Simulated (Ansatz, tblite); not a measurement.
# 1T (CdI2-type) PbI₂, band gap

Reference value: 2.4 eV (measured, temperature not stated, no zero-point or thermal correction; as tabulated in Wikipedia's data pages).

| level (code) | value (eV) | cell (Å³/atom) | difference (eV) |
|---|---|---|---|
| GFN1-xTB (tblite) | 2.60 | 38.07 | +0.20 |
| GFN2-xTB (tblite) | 4.91 | 40.27 | +2.51 |
| LDA+SOC (Ansatz) | 1.28 (direct) | 41.90 | -1.12 |
| PBE+SOC (Ansatz) | 1.43 (direct) | 41.90 | -0.97 |
| PBEsol+SOC (Ansatz) | 1.36 (direct) | 41.90 | -1.04 |
| HSE06+SOC (Ansatz) | 2.05 (direct) | 41.90 | -0.35 |
| PBE0+SOC (Ansatz) | 2.66 (direct) | 41.90 | +0.26 |
| G0W0@HSE06+SOC (Ansatz) | 2.81 | 41.90 | +0.41 |
| G0W0@PBEsol+SOC (Ansatz) | 2.44 | 41.90 | +0.04 |

Leaving aside GFN1-xTB (doubt noted below), GFN2-xTB (doubt noted below): Once the reference is moved by up to 0.17 eV (a margin picked here for doubts on the reference and the settings, and for temperature and zero-point motion) and values within 0.03 eV count as equal, the nearest can be G0W0@PBEsol+SOC (+0.04 eV), PBE0+SOC (+0.26 eV) or HSE06+SOC (-0.35 eV). Among them LDA+SOC (-1.12 eV) misses by most.

Density-functional gaps are differences of (generalised) Kohn–Sham levels of a static lattice; semilocal ones lie below quasiparticle gaps as a rule. Measured gaps hold zero-point and thermal shifts unless a correction is named. Spin–orbit coupling is included only where a level's name says +SOC; with heavier elements it mostly lowers gaps and can invert bands.  GFN1-xTB, GFN2-xTB: the gap is read on the k mesh or supercell of the run alone and can be too large. GFN1-xTB, GFN2-xTB: the method was fitted mainly to molecules. G0W0@HSE06+SOC, G0W0@PBEsol+SOC: filled d or f shells below the valence bands can shift G0W0 gaps through exchange with them, which wasn't tested here. G0W0@HSE06+SOC: GW on a hybrid start was not checked against another program. G0W0@HSE06+SOC, G0W0@PBEsol+SOC: spin–orbit coupling enters as the shift of the gap found with a semilocal functional. Values are at the measured cell; GFN1-xTB at the level's own equilibrium cell; GFN2-xTB at the level's own equilibrium cell. Cutoffs and k meshes differ between the levels. Ansatz's density-functional and Hartree–Fock values are scalar-relativistic unless marked +SOC, with PAW data made under PBE.

Differences are worked out from the printed values.

Ansatz is a quantum-chemistry and plane-wave program.
